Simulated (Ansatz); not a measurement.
Relaxed structures of CH3OS, doublet (PBE0-D4/def2-TZVP; forces vanish, vibrations not checked; lower isomers may exist, and structures with a doubtful reference or unclear bonds are left out; Å). Ansatz 0.2.0; basis: def2-TZVPP; cores frozen in the correlated methods; orbitals are unrestricted.

Task: Rank them by CCSD(T) energy, lowest first, and give each one's height above the lowest. Links in brackets join atoms within 1.22 times the sum of their covalent radii (1.1 for two metals). (To be estimated.)
A.
CH₃OS ([CH3][O][S])
```
6
angstrom
C -0.3245 0.6554 -0.1898
S 0.2229 -1.7556 0.5781
O -0.0429 -0.2019 0.9168
H -0.4809 1.6504 0.2270
H 0.5183 0.6649 -0.8833
H -1.2232 0.3180 -0.7092
```
B.
CH₃OS ([CH3][S][O])
```
6
angstrom
C -0.2922 0.3622 -0.2837
S 0.0461 -1.2584 0.4070
O 1.3380 -1.1422 1.1435
H -0.3732 1.0912 0.5241
H 0.5166 0.6442 -0.9596
H -1.2352 0.3029 -0.8314
```
C.
CH₃OS ([CH2][SH][O])
```
6
angstrom
C -0.4032 0.1006 -0.1180
S 0.0758 -1.2199 0.8648
O 1.4301 -1.0514 1.4152
H -0.1098 1.0889 0.2119
H 0.1055 -2.1107 -0.1917
H -1.2803 -0.0371 -0.7405
```

Result: The calculation gives: B (0.00 kcal/mol), A (16.02 kcal/mol), C (46.65 kcal/mol). Heights count from the lowest.

T1 diagnostic: at most 0.024. ⟨S²⟩ of the unrestricted Hartree–Fock references: 0.77 to 0.78 (a pure state has 0.75).

For scale, one of the runs: CCSD(T)/def2-TZVPP, 146 basis functions, launched by `ansatz run in.yaml --threads 2 --pin off --events-out ev --progress --plain --max-ram 4352MiB`. Time: 22 s of wall clock on 2 CPU threads of an Intel Xeon 6975P-C; the host was shared. Peak host memory: 2.3 GiB.
